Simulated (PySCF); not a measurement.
Compound: COS.
SMILES: `O=C=S`

Computed with PBE0-D3(BJ)/def2-SVP geometry optimisation, gas phase in PySCF.

Masses are those of the commonest isotopes; rigid-rotor values at the optimised geometry. 

(1) What are the moment of inertia and the rotational constant?

(2) List the first levels of a rigid rotor in a Σ state.

(3) Where do the first rotational lines fall?

(4) Estimate the classical rotational partition function at 25 K, 200 K and 500 K.

Results:

(1) I = 83.025 u·Å², B = 505379 MHz·u·Å²/I = 6087 MHz (0.2030 cm⁻¹, or 0.292 K as hB/k).

(2) E(J) = BJ(J+1): J = 1: 0.406, J = 2: 1.218, J = 3: 2.437, J = 4: 4.061, J = 5: 6.091, J = 6: 8.528 cm⁻¹.

(3) The dipole is 0.54 D; J+1 ← J lies at 2B(J+1): 1 ← 0 at 12.17 GHz, 2 ← 1 at 24.35 GHz, 3 ← 2 at 36.52 GHz, 4 ← 3 at 48.70 GHz, 5 ← 4 at 60.87 GHz, 6 ← 5 at 73.04 GHz.

(4) Point group C∞v, symmetry number σ = 1; q = kT/(σhB), k/h = 20836.6 MHz/K: 85.6 at 25 K, 685 at 200 K, 1710 at 500 K.

No PBE0-D3(BJ)/def2-SVP frequencies stand behind this structure, so it isn't proved a minimum. Zero-point vibration and centrifugal distortion are left out.
